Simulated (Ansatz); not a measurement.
A made-up structure of CH4BS, doublet:

| atom | x (Å) | y (Å) | z (Å) |
| --- | --- | --- | --- |
| B1 | -0.8735 | 0.2430 | -0.9171 |
| C2 | -0.0438 | -0.0194 | 0.1265 |
| S3 | 1.3932 | 0.0054 | -0.6847 |
| H4 | -1.8583 | 0.2771 | -0.6393 |
| H5 | -0.3103 | -1.0580 | 0.6359 |
| H6 | -0.1501 | 0.8026 | 0.9764 |
| H7 | 1.8429 | -0.2506 | 0.5023 |

It is relaxed with PBE-D4/def2-SVP and then PBE0-D4/def2-TZVP (Ansatz 0.2.0). Atoms count as bonded within 1.22 times the sum of their covalent radii (H–H: 0.88 Å). The end point is not checked to be a true minimum.

Does its bonding change? (Judge from chemistry; the calculation decides.)

The calculation gives: Yes. Formed: none; broken: B1–S3.

Where it ends: The first stage lowers the energy by 2.86 eV in 7 steps. It ends as CH₄BS ([BH][CH2][SH]):
B1  (-1.133, 0.267, -0.927)
C2  (-0.043, -0.018, 0.116)
S3  (1.641, -0.041, -0.549)
H4  (-2.309, 0.333, -0.734)
H5  (-0.292, -0.979, 0.588)
H6  (-0.143, 0.744, 0.903)
H7  (2.279, -0.307, 0.604)
(Å)

Labels in which every atom is bracketed show which atoms are joined, not bond orders.

For scale, one of the runs: PBE0-D4/def2-TZVP relaxation, 123 basis functions, launched by `ansatz run in.yaml --threads 2 --pin off --events-out ev --progress --plain --max-ram 4352MiB`. The run took about 18 s on 2 CPU threads of an Arm Neoverse V2 (shared host).
